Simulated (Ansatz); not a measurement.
A made-up structure of CH₅BN, doublet:

B1  (-0.352, 0.643, -0.752)
C2  (0.468, -0.057, 0.370)
N3  (0.448, -1.470, 0.440)
H4  (-1.278, 0.090, -1.268)
H5  (0.860, -2.086, 1.141)
H6  (-0.137, 0.435, 1.182)
H7  (1.482, 0.339, 0.481)
H8  (-0.525, -1.764, 0.561)
(Å)

It is relaxed with PBE-D4/def2-SVP and then PBE0-D4/def2-TZVP (Ansatz 0.2.0). Atoms count as bonded within 1.22 times the sum of their covalent radii (H–H: 0.88 Å). The end point is not checked to be a true minimum.

**Question.** Does its bonding change? (A judgement: the text doesn't fix the answer.)

**Answer.** The calculation gives: Yes. Formed: B1–H6; broken: C2–H6.

Where it ends: The first stage lowers the energy by 2.17 eV in 23 steps. It ends as CH₅BN ([BH2][CH][NH2]):
```xyz
8
angstrom
B -0.4803 0.5696 -0.1486
C 0.5305 -0.3151 0.5173
N 0.4561 -1.6589 0.5265
H -1.4169 0.0647 -0.7111
H 1.1417 -2.2375 0.9775
H -0.3541 1.7583 -0.1191
H 1.4017 0.0672 1.0441
H -0.3118 -2.1186 0.0673
```

Labels in which every atom is bracketed show which atoms are joined, not bond orders.

For scale, one of the runs: PBE0-D4/def2-TZVP relaxation, 123 basis functions, launched by `ansatz run in.yaml --threads 2 --pin off --events-out ev --progress --plain --max-ram 4352MiB`. Hardware: 2 CPU threads of an Intel Xeon Platinum 8259CL, shared host. Wall time about 17 s.
